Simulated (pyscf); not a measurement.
# Substitution at C: `[CH3][GaH2]` + `[H]` [doublet] → `[CH4]` + `[GaH2]` [doublet]

Gas phase, doublet surface, charge 0. Bonds broken: C1–Ga2. Bonds formed: C1–H8. Single points on ωB97X-D3(BJ)/def2-SVP structures (PySCF, gas phase). Correlated levels are frozen-core, on RHF or UHF. ΔMP2 is the change of the MP2 total energy from the triple- to the quadruple-zeta basis.

Transition state (Å):

```xyz
8

C      0.8880     0.4073     0.2294
Ga    -1.1618     0.6992    -0.2594
H      1.2845     1.4238     0.2209
H      0.9061    -0.1700    -0.7134
H      0.8355    -0.1416     1.1709
H     -1.4875     1.7623    -1.3806
H     -2.1406    -0.5124    -0.0001
H      2.3750    -0.0546     0.1712
```

One imaginary mode, 1749i cm⁻¹; descent along it reached the two sides named.

```json
[
 {"bond": "C1–Ga2", "change": "breaks", "reactant side (Å)": "1.966", "saddle": "2.127", "product side": "3.0"},
 {"bond": "C1–H8", "change": "forms", "reactant side (Å)": "3.8", "saddle": "1.558", "product side": "1.099"}
]
```

Electronic energies relative to the separated reactants (kJ/mol):

| level | barrier | reaction energy | reverse barrier |
|---|---|---|---|
| ωB97X-D3(BJ)/def2-TZVP | 91.0 | -121.8 | 212.8 |
| PBE/def2-TZVP | 44.7 | -135.7 | 180.4 |
| r²SCAN/def2-TZVP | 45.7 | -139.3 | 185.0 |
| B3LYP-D3(BJ)/def2-TZVP | 55.1 | -148.9 | 203.9 |
| PBE0-D3(BJ)/def2-TZVP | 63.7 | -131.6 | 195.2 |
| M06-2X/def2-TZVP | 76.9 | -139.5 | 216.5 |
| ωB97M-D3(BJ)/def2-TZVP | 82.7 | -138.8 | 221.5 |
| HF/def2-TZVP | 142.8 | -136.6 | 279.3 |
| MP2/def2-QZVPP | 104.6 | -110.1 | 214.7 |
| CCSD/def2-TZVPP | 90.5 | -135.0 | 225.5 |
| CCSD(T)/def2-TZVPP | 84.1 | -130.1 | 214.2 |
| CCSD(T)/def2-TZVPP + ΔMP2(QZVPP) | 82.2 | -126.7 | 209.0 |

With CCSD(T)/def2-TZVPP + ΔMP2(QZVPP) energies and thermal terms (ideal gas, 1 atm, RRHO with modes under 100 cm⁻¹ raised to 100, one conformer, R ln 2 for rigid chiral ones), in kJ/mol:

```csv
T (K),ΔH‡,ΔG‡,ΔH,ΔG
298,84.2,113.9,-110.4,-115.1
600,81.7,145.1,-116.8,-117.5
900,80.0,177.2,-123.6,-116.3
1200,78.5,209.8,-129.7,-112.9
```

Abstraction by the radical was not located in this set and often lies lower. One saddle was located; it need not be the lowest between these sides. The angle at the attacked C is 162°. The CCSD(T) − MP2 part came from Ansatz, without density fitting, on the same reference. The frozen core leaves the outer d or s,p core shells of the metals and heavy elements correlated in the MP2 and CC values, and def2-TZVPP describes them poorly, which can shift differences by a few kcal/mol. Elements up to Kr have no core potential and no relativistic terms here.
